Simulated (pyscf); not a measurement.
Structures and frequencies: ωB97X-D3(BJ)/def2-SVP in PySCF.

### Question
How much does it cost (ΔH, 298 K, ωB97M-D3(BJ)/def2-TZVP) to split H₃C–CH(CH₃)–CH₂–OH (SMILES CC(C)CO) at its C–H bond into H₃C–C•(CH₃)–CH₂–OH + H•?

### Answer
C–H to H₃C–C•(CH₃)–CH₂–OH + H•: 4.15 eV. The 7 functionals that were run give +3.87 (r²SCAN) to +4.15 eV (ωB97M-D3(BJ)). H₃C–C•(CH₃)–CH₂–OH lies 0.23 eV over its isomer H₃C–CH₂–C•(CH₃)–OH, and others may lie lower still (electronic energy, ωB97M-D3(BJ)).
